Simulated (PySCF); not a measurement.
# HNO2 (nitrous acid): levels of theory compared

Aim: a comparison of 6 runs (HF/STO-3G, HF/3-21G, B3LYP/6-31G*, SVWN5/def2-TZVP, TPSS/def2-TZVP, wB97M-V/def2-TZVP) of HNO2 (nitrous acid). 

The calculation is run with PySCF 2.14.0.

1 further run of the same task is left out (set aside as unsound or not needed).

## 1. The molecule

HNO2: 4 atoms, total charge 0, spin state singlet. SMILES: `O=NO`. The coordinates come from a PBE0-D4/def2-TZVP relaxation.

Bond lengths: O1–N2 1.162 Å, N2–O3 1.397 Å, O3–H4 0.967 Å. Angles: O1–N2–O3 111.2°, N2–O3–H4 102.9°.

## 2. The energy at HF/STO-3G (run 1)

geometry.xyz

```xyz
4
HNO2
O      0.413650     0.047230     1.437260
N      0.320150    -0.419400     0.377370
O     -0.362650     0.434660    -0.492650
H     -0.371140    -0.062490    -1.321980
```

input.py

```python
from pyscf import gto

mol = gto.Mole()
mol.atom = 'geometry.xyz'
mol.verbose = 3
mol.spin = 0
mol.max_memory = 1860
mol.basis = 'sto-3g'
mol.charge = 0
mol.build()

myscf = mol.RHF()
myscf.conv_tol = 1e-10
myscf.kernel()
if not myscf.converged:
    myscf = myscf.newton().run(myscf.mo_coeff, myscf.mo_occ)

e_final = myscf.e_tot
print('E(%s) = %.9f' % ('HF', e_final))
```

Run with:

```console
$ OMP_NUM_THREADS=1 python input.py
```

Log:

```text
converged SCF energy = -201.905001895017
E(HF) = -201.905001895
```

Wall time 0.74 s (1 thread of Arm Neoverse V1, shared host); peak memory 0.11 GiB.

## 3. The energy at HF/3-21G (run 2)

geometry.xyz is that of step 2.

input.py

```python
# nitrous acid
from pyscf import gto, scf

system = gto.Mole()
system.atom = 'geometry.xyz'
system.spin = 0
system.verbose = 3
system.basis = '3-21g'
system.max_memory = 1860
system.build()

mf = scf.RHF(system)
mf.conv_tol = 1e-10
mf.kernel()
if not mf.converged:
    mf = mf.newton().run(mf.mo_coeff, mf.mo_occ)

e_tot = mf.e_tot
print('E = %.10f Eh' % e_tot)
```

Run with:

```console
$ OMP_NUM_THREADS=1 python input.py
```

Log:

```text
converged SCF energy = -203.46392592253
E = -203.4639259225 Eh
```

Run time: 0.62 s. Hardware: 1 thread of Arm Neoverse V1, shared host; peak memory 0.095 GiB.

Runs 3 to 5 aren't shown in full; the table further down has their settings and results.

## 4. The energy at wB97M-V/def2-TZVP (run 6)

input.py

```python
from pyscf import gto, dft

mol = gto.Mole()
mol.atom = [
    ('O', (0.413650, 0.047230, 1.437260)),
    ('N', (0.320150, -0.419400, 0.377370)),
    ('O', (-0.362650, 0.434660, -0.492650)),
    ('H', (-0.371140, -0.062490, -1.321980)),
]
mol.charge = 0
mol.spin = 0
mol.basis = 'def2-tzvp'
mol.verbose = 4
mol.max_memory = 1860
mol.build()

myscf = dft.RKS(mol, xc='wb97m-v')
myscf.grids.level = 5
myscf.conv_tol = 1e-10
myscf.nlcgrids.level = 1
myscf.kernel()
if not myscf.converged:
    myscf = myscf.newton().run(myscf.mo_coeff, myscf.mo_occ)

e_final = myscf.e_tot
print('Final energy', e_final)
```

Run with:

```console
$ OMP_NUM_THREADS=1 python input.py
```

Log:

```text
PySCF version 2.14.0

[INPUT] num. atoms = 4
[INPUT] num. electrons = 24
[INPUT] charge = 0
[INPUT] spin (= nelec alpha-beta = 2S) = 0
[INPUT] symmetry False subgroup None
[INPUT] Mole.unit = angstrom
[INPUT] Symbol           X                Y                Z      unit          X                Y                Z       unit  Magmom
[INPUT]  1 O      0.413650000000   0.047230000000   1.437260000000 AA    0.781685211426   0.089251764863   2.716027769792 Bohr   0.0
[INPUT]  2 N      0.320150000000  -0.419400000000   0.377370000000 AA    0.604995818780  -0.792551136643   0.713125947627 Bohr   0.0
[INPUT]  3 O     -0.362650000000   0.434660000000  -0.492650000000 AA   -0.685309179074   0.821388357303  -0.930973575267 Bohr   0.0
[INPUT]  4 H     -0.371140000000  -0.062490000000  -1.321980000000 AA   -0.701352953871  -0.118088985524  -2.498180142153 Bohr   0.0

nuclear repulsion = 70.5538671393817
number of shells = 37
number of NR pGTOs = 146
number of NR cGTOs = 99
basis = def2-tzvp
ecp = {}

[... 67 lines left out ...]
converged SCF energy = -205.740992898774
Final energy -205.74099289877384
```

It took 50 s on 1 thread of Arm Neoverse V1, shared host; peak memory 0.53 GiB.

## 5. All runs side by side

```tsv
run	level	integration grid	nlc grid	energy (Eh)	dipole moment (D)	HOMO energy (eV)	LUMO energy (eV)	wall time
1	HF/STO-3G	–	–	-201.905002	1.62	-9.06	6.47	0.74 s
2	HF/3-21G	–	–	-203.463926	2.63	-12.01	3.00	0.62 s
3	B3LYP/6-31G* (spherical functions)	5	–	-205.689354	2.20	-7.45	-2.00	4.8 s
4	SVWN5/def2-TZVP	5	–	-204.311334	2.21	-6.62	-3.59	7.8 s
5	TPSS/def2-TZVP	5	–	-205.827043	2.14	-6.53	-3.16	26 s
6	wB97M-V/def2-TZVP	5	1	-205.740993	2.20	-10.56	0.46	50 s
```

## 6. What came out

| quantity | value |
| --- | --- |
| run 6: total energy | -205.74099 Eh |
| run 6: dipole moment | 2.20 D |
| run 6: HOMO energy | -10.56 eV |
| run 6: LUMO energy | 0.46 eV |
| run 6: HOMO–LUMO gap | 11.02 eV |

The dipole moment (its size) runs from 1.62 D (HF/STO-3G) to 2.63 D (HF/3-21G). The HOMO–LUMO gap runs from 3.04 eV (SVWN5/def2-TZVP) to 15.53 eV (HF/STO-3G). The two ends differ in method and basis. Totals of different functionals can't be ranked against each other. In run 1 the basis is minimal, so the values are rough. All runs together took 90 s, the longest 50 s.
